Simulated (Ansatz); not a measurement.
Reaction (SMILES): C=[C]F → C=[C-]F (an electron is taken up)
B3LYP-D3(BJ)/def2-TZVP geometries, fixed; electronic energies without zero-point terms; positive where energy is released.
Largest species:
```xyz
5

C     -0.0030     0.4279    -0.0061
C      1.2000    -0.0902     0.0004
F     -1.1765    -0.1568     0.0031
H      1.3403    -1.1676     0.0158
H      2.0667     0.5527    -0.0094
```
Charge 0, spin multiplicity 2.

Basis-set convergence of the adiabatic electron affinity at PBE0 with Ansatz (a program for electronic structure). Cartesian d functions, on some or all atoms, in 6-31G*, 6-31+G*; all else is spherical. The program fits the integrals of some runs and decomposes those of others, by size. Open shells are unrestricted. No added dispersion term, no relativity. Functions are those of the species that has most. Reference: the value in aug-pcseg-3, 1.242 eV, itself unsure by roughly 0.009 eV (its mean distance from aug-cc-pVQZ, def2-QZVPPD). Deviations are taken from unrounded values.

| basis | functions | adiabatic electron affinity (eV) |
|---|---|---|
| 6-31G* | 49 | 0.370 |
| 6-31+G* | 61 | 1.325 |
| cc-pVDZ | 52 | 0.662 |
| aug-cc-pVDZ | 87 | 1.344 |
| def2-SVP | 52 | 0.657 |
| def2-SVPD | 79 | 1.182 |
| pcseg-1 | 52 | 1.007 |
| aug-pcseg-1 | 87 | 1.363 |
| 6-311G** | 66 | 0.836 |
| 6-311+G** | 78 | 1.321 |
| def2-TZVP | 105 | 1.075 |
| def2-TZVPD | 132 | 1.215 |
| cc-pVTZ | 118 | 0.942 |
| aug-cc-pVTZ | 184 | 1.254 |
| pcseg-2 | 118 | 1.163 |
| aug-pcseg-2 | 184 | 1.248 |
| def2-TZVPP | 121 | 1.076 |
| def2-TZVPPD | 148 | 1.213 |
| cc-pVQZ | 225 | 1.082 |
| aug-cc-pVQZ | 332 | 1.245 |
| def2-QZVPP | 231 | 1.172 |
| def2-QZVPPD | 258 | 1.227 |
| pcseg-3 | 246 | 1.227 |
| aug-pcseg-3 | 353 | 1.242 |

What the diffuse functions change, pair by pair:
- 6-31G* to 6-31+G*: 12 more functions, deviation -0.872 to 0.083 eV
- cc-pVDZ to aug-cc-pVDZ: 35 more functions, deviation -0.580 to 0.102 eV
- def2-SVP to def2-SVPD: 27 more functions, deviation -0.585 to -0.060 eV
- pcseg-1 to aug-pcseg-1: 35 more functions, deviation -0.235 to 0.121 eV
- 6-311G** to 6-311+G**: 12 more functions, deviation -0.406 to 0.079 eV
- def2-TZVP to def2-TZVPD: 27 more functions, deviation -0.167 to -0.027 eV
- cc-pVTZ to aug-cc-pVTZ: 66 more functions, deviation -0.300 to 0.012 eV
- pcseg-2 to aug-pcseg-2: 66 more functions, deviation -0.079 to 0.006 eV
- def2-TZVPP to def2-TZVPPD: 27 more functions, deviation -0.166 to -0.030 eV
- cc-pVQZ to aug-cc-pVQZ: 107 more functions, deviation -0.160 to 0.003 eV
- def2-QZVPP to def2-QZVPPD: 27 more functions, deviation -0.070 to -0.015 eV
- pcseg-3 to aug-pcseg-3: 107 more functions, deviation -0.015 to 0.000 eV

Leaving out the reference's own pair, they bring the value nearer the reference by more than 0.009 eV in 11 of 11 pairs.
